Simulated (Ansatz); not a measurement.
**B–O–GeH, singlet: reading a ladder of total energies**

Geometry: a PBE0/def2-TZVP stationary point for this spin, not checked as a minimum.

```xyz
4

B     0.0000   -0.1870    2.3974
O     0.0000    0.2753    1.2018
Ge    0.0000   -0.0537   -0.6084
H     0.0000    1.5080   -0.9449
```

Basis cc-pVDZ; Ansatz 0.2.0. Only valence electrons are correlated (noble-gas cores and the filled d shells of p-block atoms frozen), which leaves 14 electrons in 44 orbitals. Prefix R: restricted or restricted open-shell reference. No spin–orbit coupling is included, and no scalar relativity.

Full CI isn't at hand for all of this; RCCSDTQ serves as the reference, and is uncertain by about the last step of the cluster series.

Runs differ by some tens of microhartree through their thresholds, so steps under 0.03 kcal/mol mean nothing.

```
    level  total energy (hartree)
      RHF            -2175.446069
     RMP2            -2175.762994
    RCCSD            -2175.794025
 RCCSD(T)            -2175.804803
   RCCSDT            -2175.805593
RCCSDT(Q)            -2175.806722
  RCCSDTQ            -2175.806627
```

Q: What is the correlation energy at RCCSDTQ, and what share of it do RMP2 and RCCSD(T) recover?

A: E(corr) = -2175.806627 − (-2175.446069) = -0.360558 hartree = -9.811 eV. RMP2: -0.316925 / -0.360558 = 87.90 %. RCCSD(T): -0.358734 / -0.360558 = 99.49 %.

Q: By how many kcal/mol does RCCSD(T) miss RCCSDTQ (1 hartree = 627.509 kcal/mol), and which steps make up the rest?

A: -2175.804803 − (-2175.806627) = 0.001824 hartree = 1.14 kcal/mol. Steps: RCCSDT − RCCSD(T) = -0.50, RCCSDT(Q) − RCCSDT = -0.71, RCCSDTQ − RCCSDT(Q) = 0.06 kcal/mol. Differences between like states or geometries often cancel part of this.
